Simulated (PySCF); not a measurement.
Several orderings of computed values.

All species are isolated and taken at one optimised geometry, non-relativistic unless stated. Electronic properties by PySCF.

The conformers computed, where there is a choice (atom-mapped SMILES and torsion angles):
- `[CH3:1][C:2]#[C:3][PH:4][c:5]1[cH:6][cH:7][cH:8][o:9]1`: C3–P4–C5–C6 -101°
- `[CH:1]#[C:2][P:3]([CH3:4])[c:5]1[cH:6][cH:7][o:8][cH:9]1`: C2–P3–C5–C6 -43°
- `[CH3:1][C:2](=[O:3])[O:4][c:5]1[cH:6][cH:7][cH:8][s:9]1`: C1–C2–O4–C5 180°, C2–O4–C5–C6 0°
- `[F:1][CH:2]([F:3])[c:4]1[cH:5][n:6]([SiH3:7])[cH:8][n:9]1`: F1–C2–C4–C5 59°
- `[CH3:1][C:2](=[S:3])[C:4]#[C:5][Si@@H:6]([CH3:7])[PH2:8]`: H–P8–Si6–C5 -46°, H–P8–Si6–C5 46°
- `[CH3:1][c:2]1[cH:3][p:4][cH:5][cH:6][c:7]1[CH:8]=[O:9]`: C6–C7–C8–O9 0°

The conformers of `C#C[C@@H]1C=CS(=O)(=O)C1` aren't listed.

Problem. Rank by dipole moment, highest first (PBE0/def2-SVPD at GFN2-xTB geometries).
A. `C#CP(C)c1ccoc1` (C7H7OP)
B. `c1scc2c1OCCO2` (C6H6O2S)
C. `FOF` (OF2)
D. `c1ccc(PC#CC)o1` (C7H7OP)

Solution. B (2.04 D), D (1.86 D), A (1.00 D), C (0.21 D).

Problem. Give the two extremes of that set in atomic units.

Solution. `FOF` (oxygen difluoride): 0.08 au; `c1scc2c1OCCO2`: 0.80 au.

Problem. Rank by smallest rotational constant, highest first (GFN2-xTB).
A. `FOF` (OF2)
B. `CC(=O)Oc1cccs1` (C6H6O2S)
C. `FC(F)c1cn([SiH3])cn1` (C4H6F2N2Si)
D. `CC1=C[P@H](=S)C=C1[SiH3]` (C5H9PSSi)
E. `C#CP(C)c1ccoc1` (C7H7OP)
F. `c1scc2c1OCCO2` (C6H6O2S)
G. `CC(=S)C#C[Si@@H](C)P` (C5H9PSSi)

Solution. A (9.567 GHz), F (0.884 GHz), E (0.805 GHz), B (0.719 GHz), C (0.647 GHz), D (0.585 GHz), G (0.420 GHz).

Problem. By how much do the two ends of that ranking differ?

Solution. By 9.147 GHz, between `FOF` (oxygen difluoride) and `CC(=S)C#C[Si@@H](C)P`.

Problem. Rank by static isotropic polarisability, lowest first (PBE0/def2-SVPD at GFN2-xTB geometries).
A. `FOF` (OF2)
B. `C#C[C@@H]1C=CS(=O)(=O)C1` (C6H6O2S)
C. `CC#CPc1ccco1` (C7H7OP)
D. `FC(F)C1=CN([SiH3])C=N1` (C4H6F2N2Si)
E. `CC(=O)Oc1cccs1` (C6H6O2S)
F. `C#CP(C)C1=COC=C1` (C7H7OP)

Solution. A (13.6 au), D (85.5 au), B (90.0 au), E (94.3 au), F (105.2 au), C (110.2 au).

Problem. Rank by lowest singlet excitation, lowest first (TDDFT PBE0/def2-SVPD at GFN2-xTB geometries).
A. `O(C(=O)C)c1sccc1`
B. `CC1=C(C=O)C=CP=C1`
C. `C#C[C@@H]1C=CS(=O)(=O)C1`
D. `c1scc2c1OCCO2`

Solution. B (3.37 eV), A (5.17 eV), D (5.31 eV), C (5.88 eV).

Problem. By how much do the two ends of that ranking differ?

Solution. By 2.51 eV, between `C#C[C@@H]1C=CS(=O)(=O)C1` and `Cc1cpccc1C=O`.

Problem. Rank by lowest triplet excitation (Tamm–Dancoff), lowest first (TDA PBE0/def2-SVPD at GFN2-xTB geometries).
A. `Cc1cpccc1C=O` (C7H7OP)
B. `C#CP(C)C1=COC=C1` (C7H7OP)
C. `CC(=O)Oc1cccs1` (C6H6O2S)
D. `CC#CPC1=CC=CO1` (C7H7OP)
E. `C#C[C@@H]1C=CS(=O)(=O)C1` (C6H6O2S)
F. `FOF` (OF2)

Solution. A (2.75 eV), F (3.46 eV), C (3.58 eV), D (3.78 eV), B (3.90 eV), E (4.38 eV).

Problem. Rank by HOMO energy, lowest first (PBE0/def2-SVPD at GFN2-xTB geometries).
A. `FOF` (OF2)
B. `C#CP(C)C1=COC=C1` (C7H7OP)
C. `Cc1cpccc1C=O` (C7H7OP)
D. `c1scc2c1OCCO2` (C6H6O2S)
E. `CC(=O)Oc1cccs1` (C6H6O2S)
F. `FC(F)c1cn([SiH3])cn1` (C4H6F2N2Si)

Solution. A (-9.81 eV), C (-7.48 eV), F (-7.23 eV), E (-6.69 eV), B (-6.48 eV), D (-6.38 eV).

Problem. Give the two extremes of that set in hartree.

Solution. `FOF` (oxygen difluoride): -0.360 Eh; `c1scc2c1OCCO2`: -0.234 Eh.
